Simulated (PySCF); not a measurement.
Compound: FH₅Si₂.
Z-matrix (Å and degrees, PBE0-D3(BJ)/def2-SVP geometry), rows numbered from 1:
```
F 
Si  1  1.6327
Si  2  2.3421  1  108.34
H   2  1.4930  1  108.17  3  -121.01
H   2  1.4930  1  108.13  3   120.97
H   3  1.4940  2  110.22  1    60.51
H   3  1.4940  2  110.17  1   -60.16
H   3  1.4964  2  108.90  1  -179.82
```

Theory: TDDFT CAM-B3LYP/def2-SVPD, vertical, gas phase, core orbitals frozen in the response in PySCF.

Computed states:

| state | E (eV) | f |
| --- | --- | --- |
| S1 | 6.54 | 0.016 |
| S2 | 7.56 | 0.029 |
| S3 | 7.72 | 0.017 |
| S4 | 7.84 | 0.0027 |
| S5 | 8.15 | 0.393 |
| S6 | 8.35 | 0.061 |
| S7 | 8.65 | 0.0047 |
| S8 | 8.87 | 0.022 |
| S9 | 8.87 | 0.067 |
| S10 | 9.03 | 0.011 |

Broadening: Gaussians 0.4 eV wide at half height, area fixed by f = 4.319×10⁻⁹ ∫ε dν̃. The width is an assumption, not a result. The curve ends short of the highest state used, and states not computed would add to its high-energy end.

Question: Give the broadened spectrum and its maxima.

Answer: 
```tsv
E (eV)	ε (L mol⁻¹ cm⁻¹)
5.94	2
5.99	6
6.03	12
6.08	27
6.12	50
6.17	98
6.21	160
6.26	272
6.30	391
6.35	569
6.39	721
6.44	897
6.48	1004
6.53	1068
6.58	1043
6.62	961
6.67	803
6.71	653
6.76	467
6.80	335
6.85	205
6.89	131
6.94	71
6.98	44
7.03	33
7.07	41
7.12	75
7.16	131
7.21	251
7.25	400
7.30	666
7.35	1024
7.39	1366
7.44	1828
7.48	2191
7.53	2586
7.57	2833
7.62	3059
7.66	3221
7.71	3532
7.75	4018
7.80	5175
7.84	6726
7.89	9615
7.93	12679
7.98	17187
8.02	20942
8.07	25110
8.11	27480
8.16	28692
8.21	27756
8.25	25626
8.30	21765
8.34	18215
8.39	13832
8.43	10728
```

Maxima: 190 nm (6.54 eV), ε about 1100, made up of S1 (100%); 152 nm (8.16 eV), ε about 29000, made up of S5 (92%) (ε in L mol⁻¹ cm⁻¹; maxima over ε = 5, shares over 10%).

Question: What would ε be at 8.16 eV, the highest of these maxima, with half the width (0.2 eV)?

Answer: About 53100 L mol⁻¹ cm⁻¹ against 28700, a factor of about 1.9; a lone state at its own centre would give exactly 2.

Question: On this curve, what absorbance would a 10⁻⁴ mol/L sample give at 193 nm over a 1 cm path?

Answer: 193 nm is 6.424 eV, where ε is about 840 L mol⁻¹ cm⁻¹, so A = ε c l ≈ 0.084 (Beer–Lambert, with the gas-phase spectrum and the assumed width).

Question: Coming from long wavelengths, where does ε first pass 100 L mol⁻¹ cm⁻¹?

Answer: At about 201 nm (6.17 eV), 0.37 eV below S1.

All these states lie below the vertical ionisation energy of 10.74 eV (ΔSCF).

On Arm Neoverse V1, one thread (shared host), this took 9.8 s.
